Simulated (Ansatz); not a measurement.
`[BH]OC` radical, relaxed with UKS PBE-D4/def2-SVP in Ansatz 0.2.0 from a rough embedded geometry. The force threshold is 0.03 eV/Å; the program also tests the step.

The species carries charge 0 and has multiplicity 2.

Start:

```xyz
7

B    -0.280    1.223    0.980
O     0.783    0.473    0.293
C     0.193   -0.650   -0.275
H    -0.869    2.019    0.308
H    -0.556   -0.425   -1.058
H     1.000   -1.286   -0.762
H    -0.271   -1.354    0.515
```

By how much does the energy fall, and how many steps does the optimiser take? (Best estimate.)

Computed: 92.81 kJ/mol, in 8 steps.

Which bonds change most? (Best estimate.)

Computed: B1–O2 from 1.471 to 1.329 Å; C3–H7 from 1.156 to 1.108 Å; O2–C3 from 1.390 to 1.435 Å; B1–H4 from 1.197 to 1.228 Å.

Give the relaxed structure. (Best estimate.)

Ansatz gave: 
```xyz
7

B     0.039    1.501    0.801
O     0.573    0.289    0.694
C     0.147   -0.723   -0.230
H    -0.896    1.920    0.122
H    -0.672   -0.357   -0.884
H     1.014   -1.027   -0.849
H    -0.204   -1.603    0.345
```
